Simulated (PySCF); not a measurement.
# FNa (sodium fluoride): the cost of one run

Computed with PySCF 2.14.0, with density-fitted response routines of our own, on a single molecule in the gas phase. Atoms are numbered from 0 throughout.

## Step 1: The molecule as given

2 atoms, charge 0, multiplicity 1; geometry from: GFN2-xTB. The atoms were then displaced at random by about 0.03 Å, so the start is not that level's minimum.

Bonds of the start (Å): F0–Na1 1.83.

## Step 2: Optimising the geometry at PBE0-D3(BJ)/def2-SVP

What the job is given:

```
{"job": {"xc": "PBE0", "basis": "def2-SVP", "d3": "d3bj", "grid": 1, "shake": 0.03, "kind": "geom"}, "charge": 0, "multiplicity": 1}
F      0.938760    -0.081880     0.006170
Na    -0.889040    -0.005830    -0.028400
```

Started as:

```sh
> OMP_NUM_THREADS=1 python probes_run.py task.json out
```

This one command runs all jobs of the session in turn.

**Question.** How long does this first job take on 1 thread of Arm Neoverse V1, shared host, and how much memory does it need?

About 1.2 s, with a peak of 0.22 GiB.
